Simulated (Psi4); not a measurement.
# M06-2X/aug-cc-pVDZ run of CH5OSi− (SMILES CO[SiH2-])

Aim: the vertical ionisation energy of CH5OSi− at M06-2X/aug-cc-pVDZ, from 2 runs. 

Program for the calculation: Psi4 1.11.

2 further runs of the same task are left out: 1 that didn't finish, 1 set aside as unsound or not needed.

## (1) Starting point

CH5OSi− has 8 atoms, charge -1, and is taken as a singlet. SMILES: `CO[SiH2-]`. Geometry: relaxed at GFN2-xTB. This is one conformer, not always the lowest.

Bond lengths: C1–O2 1.342 Å, O2–Si3 1.753 Å, C1–H4 1.110 Å, C1–H5 1.109 Å, C1–H6 1.105 Å, Si3–H7 1.526 Å, Si3–H8 1.497 Å. Angles: C1–O2–Si3 113.7°, O2–C1–H4 112.5°, O2–C1–H5 112.8°, O2–C1–H6 110.5°, O2–Si3–H7 99.1°, O2–Si3–H8 94.0°, H4–C1–H5 105.9°, H4–C1–H6 107.6°, H5–C1–H6 107.3°, H7–Si3–H8 100.4°.

## (2) Energy and gradient at M06-2X/aug-cc-pVDZ

Input file job.json:

```json
{
 "schema_name": "qcschema_input",
 "schema_version": 1,
 "molecule": {
  "schema_name": "qcschema_molecule",
  "schema_version": 2,
  "symbols": ["C", "O", "Si", "H", "H", "H", "H", "H"],
  "geometry": [-0.93940175, 1.80797657, -0.41001388, -1.13292861, -0.40043297, 0.82119938, 0.89151609, -2.75181918, -0.33837436, -1.43137305, 1.63848704, -2.44158284, 0.99943835, 2.60033874, -0.35387011, -2.21500468, 3.22963643, 0.43363545, 3.41577446, -1.61312691, 0.46379548, 0.41197919, -4.51104082, 1.82522977],
  "molecular_charge": -1,
  "molecular_multiplicity": 1,
  "fix_symmetry": "c1",
  "fix_com": true,
  "fix_orientation": true
 },
 "driver": "gradient",
 "model": {
  "method": "m06-2x",
  "basis": "aug-cc-pVDZ"
 },
 "keywords": {
  "reference": "rks",
  "puream": true,
  "e_convergence": 1e-09,
  "d_convergence": 1e-08,
  "scf_type": "pk",
  "dft_radial_points": 99,
  "dft_spherical_points": 590
 }
}
```

Run with:

```
psi4 --qcschema job.json -n 1 --memory 1600MB
```

stdout (excerpt; [...] marks lines left out):

```text
[...]
  Running in c1 symmetry.
[...]
  Nuclear repulsion =  109.168226716809301
[...]
  Multiplicity = 1
[...]
  Nalpha       = 17
  Nbeta        = 17
[...]
    Number of basis functions: 118
[...]
   @RKS iter   1:  -405.51151956441618   -3.50289e-01   5.67085e-03 DIIS/ADIIS
[...]
   @RKS iter  12:  -405.76771449098760   -3.76303e-11   5.92922e-09 DIIS
[...]
    Orbital Energies [Eh]
    ---------------------
    Doubly Occupied:
       1A    -66.804982     2A    -19.435824     3A    -10.421305
       4A     -5.330014     5A     -3.638596     6A     -3.637056
       7A     -3.635198     8A     -0.951774     9A     -0.585825
      10A     -0.413963    11A     -0.349953    12A     -0.344478
      13A     -0.284451    14A     -0.190674    15A     -0.175240
      16A     -0.152230    17A     -0.020185
[...]
  @RKS Final Energy:  -405.76771449098760
   => Energetics <=
    Nuclear Repulsion Energy =            109.1682267168093006
    One-Electron Energy =                -782.7201709456378467
    Two-Electron Energy =                 285.4268026005095180
    DFT Exchange-Correlation Energy =     -17.6425728626685441
    Empirical Dispersion Energy =           0.0000000000000000
    VV10 Nonlocal Energy =                  0.0000000000000000
    Total Energy =                       -405.7677144909876006
[...]
 Multipole Moments:
 ------------------------------------------------------------------------------------
     Multipole            Electronic (a.u.)      Nuclear  (a.u.)        Total (a.u.)
 ------------------------------------------------------------------------------------
 L = 1.  Multiply by 2.5417464519 to convert [e a0] to [Debye]
 Dipole X            :          0.4833258           -1.0377998           -0.5544741
 Dipole Y            :         31.9531163          -29.5367784            2.4163380
 Dipole Z            :          1.0409269           -0.7005215            0.3404054
 Magnitude           :                                                    2.5024001
[...]
  -Total Gradient:
     Atom            X                  Y                   Z
    ------   -----------------  -----------------  -----------------
       1        0.001399539711    -0.032115764552     0.016041303862
       2        0.009511842848     0.017861960541    -0.022760366962
       3        0.000197582369     0.013671450161     0.022992192111
       4        0.000736179593    -0.001198356272     0.002481826406
       5       -0.002229657337    -0.002439813242    -0.000656714099
       6        0.000469929728    -0.001591776763     0.000182621174
       7       -0.007126521824    -0.002493075233    -0.007075809856
       8       -0.002893114051     0.008213190721    -0.011360734434
[...]
```

The result, in JSON:

```text
{
 "driver": "gradient",
 "model": {
  "method": "m06-2x",
  "basis": "aug-cc-pVDZ"
 },
 "success": true,
 "return_result": [0.001399539710608546, -0.03211576455184057, 0.01604130386176204, 0.009511842848049894, 0.01786196054065768, -0.022760366961873627, 0.00019758236852038258, 0.013671450160813715, 0.022992192111198406, 0.0007361795929214238, -0.0011983562722121706, 0.0024818264056949008, -0.0022296573369955663, -0.002439813242405657, -0.0006567140990190265, 0.00046992972767143093, -0.0015917767634219607, 0.00018262117379279526, -0.007126521823560689, -0.0024930752331307413, -0.007075809855997348, -0.002893114050907806, 0.008213190720553154, -0.011360734433625029],
 "properties": {
  "calcinfo_nbasis": 118,
  "calcinfo_nmo": 118,
  "calcinfo_nalpha": 17,
  "calcinfo_nbeta": 17,
  "calcinfo_natom": 8,
  "nuclear_repulsion_energy": 109.1682267168093,
  "return_energy": -405.7677144909876,
  "return_gradient": [0.001399539710608546, -0.03211576455184057, 0.01604130386176204, 0.009511842848049894, 0.01786196054065768, -0.022760366961873627, 0.00019758236852038258, 0.013671450160813715, 0.022992192111198406, 0.0007361795929214238, -0.0011983562722121706, 0.0024818264056949008, -0.0022296573369955663, -0.002439813242405657, -0.0006567140990190265, 0.00046992972767143093, -0.0015917767634219607, 0.00018262117379279526, -0.007126521823560689, -0.0024930752331307413, -0.007075809855997348, -0.002893114050907806, 0.008213190720553154, -0.011360734433625029],
  "scf_one_electron_energy": -782.7201709456378,
  "scf_two_electron_energy": 285.4268026005095,
  "scf_xc_energy": -17.642572862668544,
  "scf_dipole_moment": [-0.5544740580650893, 2.4163379660127973, 0.3404054180016378],
  "scf_total_energy": -405.7677144909876,
  "scf_total_gradient": [0.001399539710608546, -0.03211576455184057, 0.01604130386176204, 0.009511842848049894, 0.01786196054065768, -0.022760366961873627, 0.00019758236852038258, 0.013671450160813715, 0.022992192111198406, 0.0007361795929214238, -0.0011983562722121706, 0.0024818264056949008, -0.0022296573369955663, -0.002439813242405657, -0.0006567140990190265, 0.00046992972767143093, -0.0015917767634219607, 0.00018262117379279526, -0.007126521823560689, -0.0024930752331307413, -0.007075809855997348, -0.002893114050907806, 0.008213190720553154, -0.011360734433625029],
  "scf_iterations": 12
 }
}
```

Wall time 3.1 min (1 thread of Intel Xeon at 2.70GHz, shared host); peak memory 0.81 GiB.

## (3) Doublet neutral CH5OSi, same level

Input file calc.dat:

```
memory 1600 mb

molecule molecule1 {
  0 2
  C
  O 1 r2
  Si 2 r3 1 a3
  H 1 r4 2 a4 3 d4
  H 1 r5 4 a5 2 d5
  H 1 r6 5 a6 4 d6
  H 3 r7 2 a7 1 d7
  H 3 r8 7 a8 2 d8

  r2 = 1.341901
  r3 = 1.752847
  a3 = 113.6786
  r4 = 1.109764
  a4 = 112.46118
  d4 = 61.29038
  r5 = 1.108761
  a5 = 105.87854
  d5 = 123.56792
  r6 = 1.104957
  a6 = 107.2771
  d6 = -114.73998
  r7 = 1.525644
  a7 = 99.05237
  d7 = 67.99425
  r8 = 1.4973
  a8 = 100.43938
  d8 = -95.82714
  units angstrom
  symmetry c1
}

set globals {
  basis aug-cc-pVDZ
  reference uks
  puream true
  e_convergence 1e-09
  d_convergence 1e-08
  scf_type pk
  dft_radial_points 99
  dft_spherical_points 590
  maxiter 200
}

energy_value, wavefunction = gradient("m06-2x", return_wfn=True)
oeprop(wavefunction, "WIBERG_LOWDIN_INDICES", "MULLIKEN_CHARGES", "MAYER_INDICES", title="M06-2X")
print_variables()
```

Run with:

```
psi4 -i calc.dat -o calc.out -n 1
```

calc.out (excerpt; [...] marks lines left out):

```text
[...]
  Running in c1 symmetry.
[...]
  Nuclear repulsion =  109.168244782860427
[...]
  Multiplicity = 2
[...]
  Nalpha       = 17
  Nbeta        = 16
[...]
    Number of basis functions: 118
[...]
   @UKS iter   1:  -405.52815820531328   -3.66927e-01   5.11120e-03 ADIIS/DIIS
[...]
   @UKS iter  14:  -405.71011752172808   -3.92220e-12   4.32432e-09 DIIS
[...]
   @S^2 Observed:                7.529966519E-01
[...]
  @UKS Final Energy:  -405.71011752172808
   => Energetics <=
    Nuclear Repulsion Energy =            109.1682447828604268
    One-Electron Energy =                -775.5201867737689554
    Two-Electron Energy =                 278.1670688111948380
    DFT Exchange-Correlation Energy =     -17.5252443420144388
    Empirical Dispersion Energy =           0.0000000000000000
    VV10 Nonlocal Energy =                  0.0000000000000000
    Total Energy =                       -405.7101175217280797
[...]
 Multipole Moments:
 ------------------------------------------------------------------------------------
     Multipole            Electronic (a.u.)      Nuclear  (a.u.)        Total (a.u.)
 ------------------------------------------------------------------------------------
 L = 1.  Multiply by 2.5417464519 to convert [e a0] to [Debye]
 Dipole X            :         -1.6413268            1.4401192           -0.2012076
 Dipole Y            :         -1.2330660            0.7199882           -0.5130778
 Dipole Z            :          2.4959776           -2.7484110           -0.2524334
 Magnitude           :                                                    0.6061815
[...]
  -Total Gradient:
     Atom            X                  Y                   Z
    ------   -----------------  -----------------  -----------------
       1        0.000800832900    -0.004716913809     0.063184655495
       2        0.011220736928     0.026908343571    -0.055861248154
       3       -0.032698879354    -0.040452769538    -0.005608161924
       4       -0.000917477380    -0.003826604492     0.001147123263
       5       -0.000720975709    -0.001615905626    -0.000152777495
       6        0.000508669951     0.003526342945    -0.001246161314
       7        0.010951796135     0.010374049073     0.004623308297
       8        0.010754331341     0.009633072345    -0.006057793675
[...]
```

Wall time 4.6 min (1 thread of Intel Xeon at 2.70GHz, shared host); peak memory 0.8 GiB.

## (4) Results

Level: M06-2X/aug-cc-pVDZ.

| quantity | value |
| --- | --- |
| singlet CH5OSi−: total energy | -405.76771 Eh |
| singlet CH5OSi−: HOMO energy | -0.55 eV |
| singlet CH5OSi−: LUMO energy | 2.86 eV |
| singlet CH5OSi−: HOMO–LUMO gap (to an unbound level, set by the basis) | 3.41 eV |
| singlet CH5OSi−: largest force on an atom | 1.847 eV/Å |
| doublet neutral CH5OSi: total energy | -405.71012 Eh |
| doublet neutral CH5OSi: dipole moment | 1.54 D |
| doublet neutral CH5OSi: HOMO energy (highest over α and β) | -7.93 eV |
| doublet neutral CH5OSi: LUMO energy (lowest over α and β) | -3.02 eV |
| doublet neutral CH5OSi: ⟨S²⟩ | 0.753 |
| doublet neutral CH5OSi: largest force on an atom | 3.258 eV/Å |
| vertical detachment energy (to the doublet neutral) | 1.567 eV |

What this shows: The vertical ionisation energy comes to 1.57 eV (151 kJ/mol). The largest force (singlet CH5OSi−) is 1.85 eV/Å: the shape isn't a stationary point for this species at this level. The negative HOMO energy of the first species, 0.55 eV, lies 1.02 eV below that difference. Mulliken charges (doublet neutral CH5OSi) run from -0.70 on O2 to +1.19 on C1; in a basis this large or diffuse they mean little.
